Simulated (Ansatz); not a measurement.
# Several solutions for doublet C₂H

```xyz
3

H     0.0000    0.0000   -1.0500
C     0.0000    0.0000    0.0000
C     0.0000    0.0000    2.3180
```

Basis set: 6-31G (spherical functions). Charge 0, multiplicity 2.

UHF was run from several starts with Ansatz (development build ahead of 0.2.0).

```
run  program                        start  converged  energy (hartree)  <S²>
  A   Ansatz  search for the lowest state        yes         -75.96002  2.47
  B   Ansatz      atomic start, no search        yes         -75.90892  1.89
  C   Ansatz      stability test followed        yes         -75.90892  1.89
```

Task: Which runs reached the lowest solution of this kind, and what is wrong with the others?

Result: A reached the lowest solution found. Converged but too high: B by 1.39 eV, C by 1.39 eV. Convergence only shows a stationary point, and even a stable one can lie too high; stability tests and further starts are what find lower ones. Caution: the unrestricted determinant is a mixture of spin states.
